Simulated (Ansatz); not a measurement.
A made-up structure of CH₃NSi, singlet:

```
atom    x (Å)    y (Å)    z (Å)
  C1  -0.1284   0.3163   0.7514
 Si2   0.3974   1.0553  -1.0113
  N3  -0.5762  -0.3755  -0.2105
  H4  -1.1219  -1.2334  -0.1303
  H5   1.6636   0.1961  -1.1459
  H6  -0.1995   0.0913   1.7848
```

It is relaxed with PBE-D4/def2-SVP and then PBE0-D4/def2-TZVP (Ansatz 0.2.0). Atoms count as bonded within 1.22 times the sum of their covalent radii (H–H: 0.88 Å). The end point is not checked to be a true minimum.

Question: Does its bonding change? (A judgement: the text doesn't fix the answer.)

Answer: Computed: No: no bond forms or breaks.

Where it ends: The first stage lowers the energy by 0.17 eV in 8 steps. It ends as CH₃NSi ([CH]1[NH][SiH]1):
```xyz
6
angstrom
C -0.0900 0.2850 0.6631
Si 0.4043 1.0617 -1.0066
N -0.6666 -0.4114 -0.2241
H -1.2030 -1.2611 -0.0790
H 1.7163 0.2644 -1.0549
H -0.1260 0.1116 1.7395
```

Labels in which every atom is bracketed show which atoms are joined, not bond orders.

For scale, one of the runs: PBE0-D4/def2-TZVP relaxation, 117 basis functions, launched by `ansatz run in.yaml --threads 2 --pin off --events-out ev --progress --plain --max-ram 4352MiB`. The run took about 13 s on 2 CPU threads of an Arm Neoverse V2 (shared host).
